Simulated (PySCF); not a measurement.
## Relaxation of doublet AlF(OH)

Method: UPBE0 in PySCF with Al def2-TZVP, F def2-TZVP, O def2-TZVP, H def2-TZVP; no relativity; density-fitted integrals. A (50,194) grid was used.

A hand-made linear (heavy-atom frame) start, of Cs symmetry, held to at least that symmetry:

Coordinates in bohr (charge 0 multiplicity 2):
```
Al   -0.0222    0.0000   -0.1002
F    -0.0222    0.0000    3.4903
O    -0.0222    0.0000   -3.6718
H     1.3675    0.0000   -4.8379
```

Optimiser trace:
| step | E − E(last) (kJ/mol) | largest gradient (Eh/bohr) |
| --- | --- | --- |
| 0 | 147.71 | 0.06104 |
| 1 | 82.55 | 0.03139 |
| 2 | 72.70 | 0.03900 |
| 3 | 55.32 | 0.02061 |
| 4 | 47.48 | 0.05320 |
| 5 | 34.11 | 0.03173 |
| 6 | 23.53 | 0.01919 |
| 7 | 6.66 | 0.00788 |
| 8 | 4.60 | 0.00659 |
| 9 | 3.69 | 0.00637 |
| 10 | 2.31 | 0.01073 |
| 11 | 1.14 | 0.01683 |
| 12 | 0.16 | 0.00229 |
| 13 | 0.02 | 0.00179 |
| 14 | 0.00 | 0.00056 |
| 15 | 0.00 | 0.00018 |

It ends at Cs with Al–F 1.656 Å, Al–O 1.691 Å, O–H 0.958 Å; Al–O–H 123.8°, F–Al–O 121.3° (after a last refinement on a finer grid). A frequency run shows a minimum. Other isomers or separated fragments may lie lower.

Final geometry:
Z-matrix (Å, degrees; charge 0 multiplicity 2):
```
Al
F  1 1.6556
O  1 1.6912 2 121.25
H  3 0.9579 1 123.83 2 0.00
```
